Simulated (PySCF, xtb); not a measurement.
BF₃, SMILES FB(F)F.

Harmonic wavenumbers (cm⁻¹) from GFN2-xTB in xtb at its own minimum, in rising order: 404, 404, 520, 866, 1407, 1407.

Q: What does PBE-D3(BJ)/def2-TZVP run with PySCF 2.14.0 give at its own minimum? (The exact figures need the calculation; the answer reports its results.)

A: 457, 457, 663, 859, 1421, 1421. Paired by order, the mean absolute difference is 47 cm⁻¹ and the zero-point energies are 7.2 and 7.5 kcal/mol.
